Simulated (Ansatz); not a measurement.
# C2H6B (SMILES [CH2]BC): UPBE/6-311+G(d,p)

Aim: the vertical electron affinity of C2H6B at UPBE/6-311+G**, from 2 runs. 

The results are computed with Ansatz 0.2.0.

45 further runs of the same task are left out: 45 set aside as unsound or not needed.

## Step 1: The system as given

C2H6B: 9 atoms, total charge 0, spin state doublet. As SMILES, `[CH2]BC`. The shape is that of a PBE0-D4/def2-TZVP optimisation. This is one conformer, not always the lowest.

Bond lengths: C1–B2 1.531 Å, B2–C3 1.561 Å, C1–H4 1.088 Å, C1–H5 1.087 Å, B2–H6 1.202 Å, C3–H7 1.092 Å, C3–H8 1.097 Å, C3–H9 1.097 Å. Some angles: C1–B2–C3 122.9°, C1–B2–H6 118.3°, C3–B2–H6 118.8°, B2–C1–H4 122.7°, B2–C1–H5 123.3°, B2–C3–H7 115.2°, B2–C3–H8 109.8°, B2–C3–H9 110.0°, H4–C1–H5 113.9°, H7–C3–H8 108.4°.

## Step 2: A single-point energy at UPBE/6-311+G(d,p)

in.yaml

```yaml
crystal:
  periodic: [false, false, false]
  atoms:
    - symbol: C
      position_ang: [-0.840100, 0.743300, -1.023500]
    - symbol: B
      position_ang: [0.191800, 0.540800, 0.089100]
    - symbol: C
      position_ang: [0.525000, -0.860100, 0.691800]
    - symbol: H
      position_ang: [-1.406600, -0.078400, -1.457800]
    - symbol: H
      position_ang: [-1.074500, 1.714900, -1.450600]
    - symbol: H
      position_ang: [0.769100, 1.506600, 0.513000]
    - symbol: H
      position_ang: [-0.036500, -1.695300, 0.267500]
    - symbol: H
      position_ang: [1.596100, -1.069200, 0.576400]
    - symbol: H
      position_ang: [0.364200, -0.849200, 1.777100]
basis:
  gaussian:
    orbitals: 6-311+G_st__st_.json
magnetization:
  spin_polarized: true
  initial_magnetization: 1
hamiltonian:
  xc: pbe
accuracy: high
output: {orbitals: {seedname: orbitals}}
```

The basis set 6-311+G** is read from a file made from the Basis Set Exchange's data (not shown).

Launch:

```sh
$ ansatz run in.yaml --threads 1 --pin off --max-ram 3480MiB --events-out events.jsonl --progress --plain --runs-dir runs
```

Output:

```text
Warning: RAYON_NUM_THREADS=1 ignored (pool sized by the plan → 1); use --threads N
Functional definition: PBE
  name "PBE"
  parameter kappa = 0.804
  parameter beta = 0.06672455060314922
  exchange = pbe_x(kappa = kappa, mu = beta*pi^2/3)
  correlation = pbe_c(beta = beta)
2069 factors; integrals over basis functions are off by at most 3.6e-9 eV
mean field evaluation 1: about -2830.5887 eV, gradient 5.0e1 eV
mean field evaluation 2: about -2815.0502 eV, gradient 6.8e1 eV
mean field evaluation 4: about -2842.7791 eV, gradient 3.4e0 eV
mean field evaluation 8: about -2842.8370 eV, gradient 7.1e-2 eV
mean field evaluation 16: about -2842.8371 eV, gradient 4.8e-6 eV
mean field -2842.83706561 eV, -104.4723352168 hartree, gradient 5.7e-8 eV, S^2 0.752433; 0 other end points of the search recorded, 0 dependent functions left out
reference -2842.83707205 eV, -104.4723354537 hartree; 12, 11 occupied and 90, 91 virtual orbitals, 2069 factors
Total energy: -2842.83707205 eV, -104.4723354537 hartree
```

Wall time 7.2 s (1 thread of Arm Neoverse V2, shared host); peak memory 0.32 GiB.

## Step 3: The singlet anion, same level

job.yaml

```yaml
basis:
  gaussian:
    orbitals: 6-311+G_st__st_.json
crystal:
  periodic: [false, false, false]
  atoms:
    - {symbol: C, position_ang: [-0.840100, 0.743300, -1.023500]}
    - {symbol: B, position_ang: [0.191800, 0.540800, 0.089100]}
    - {symbol: C, position_ang: [0.525000, -0.860100, 0.691800]}
    - {symbol: H, position_ang: [-1.406600, -0.078400, -1.457800]}
    - {symbol: H, position_ang: [-1.074500, 1.714900, -1.450600]}
    - {symbol: H, position_ang: [0.769100, 1.506600, 0.513000]}
    - {symbol: H, position_ang: [-0.036500, -1.695300, 0.267500]}
    - {symbol: H, position_ang: [1.596100, -1.069200, 0.576400]}
    - {symbol: H, position_ang: [0.364200, -0.849200, 1.777100]}
total_charge: -1
hamiltonian:
  xc: {name: PBE}
accuracy: high
output: {orbitals: {seedname: orbitals}}
```

The basis set 6-311+G** is read from a file made from the Basis Set Exchange's data (not shown).

Launch:

```sh
$ ansatz run job.yaml --threads 1 --pin off --max-ram 3480MiB --events-out events.jsonl --progress --plain --runs-dir runs
```

Output:

```text
Warning: RAYON_NUM_THREADS=1 ignored (pool sized by the plan → 1); use --threads N
[... 6 set-up lines as earlier in the session ...]
2069 factors; integrals over basis functions are off by at most 3.6e-9 eV
mean field evaluation 1: about -2834.2386 eV, gradient 6.2e1 eV
mean field evaluation 2: about -2752.6917 eV, gradient 1.4e2 eV
mean field evaluation 4: about -2844.0559 eV, gradient 1.2e1 eV
mean field evaluation 8: about -2844.4448 eV, gradient 3.9e-1 eV
mean field evaluation 16: about -2844.4414 eV, gradient 1.2e-5 eV
mean field -2844.44143353 eV, -104.5312946506 hartree, gradient 9.3e-8 eV, S^2 0.000000; 0 other end points of the search recorded, 0 dependent functions left out
reference -2844.44143796 eV, -104.5312948132 hartree; 12, 12 occupied and 90, 90 virtual orbitals, 2069 factors
Total energy: -2844.44143796 eV, -104.5312948132 hartree
```

Wall time 5.1 s (1 thread of Arm Neoverse V2, shared host); peak memory 0.26 GiB.

## Step 4: Results

At UPBE/6-311+G**:

| quantity | value |
| --- | --- |
| doublet C2H6B: total energy | -104.47234 Eh |
| doublet C2H6B: HOMO energy (highest over α and β) | -6.39 eV |
| doublet C2H6B: LUMO energy (lowest over α and β) | -4.56 eV |
| doublet C2H6B: ⟨S²⟩ | 0.752 |
| singlet anion: total energy | -104.53129 Eh |
| singlet anion: HOMO energy | 1.29 eV |
| singlet anion: LUMO energy | 3.28 eV |
| singlet anion: HOMO–LUMO gap (to an unbound level, set by the basis) | 1.99 eV |
| vertical electron affinity (to the singlet anion) | 1.604 eV |

In words: At fixed nuclei the extra electron is bound by 1.60 eV (155 kJ/mol). The HOMO (singlet anion) lies at positive energy, 1.29 eV, as semi-local functionals often give for anions; only total energies tell whether the electron is bound.
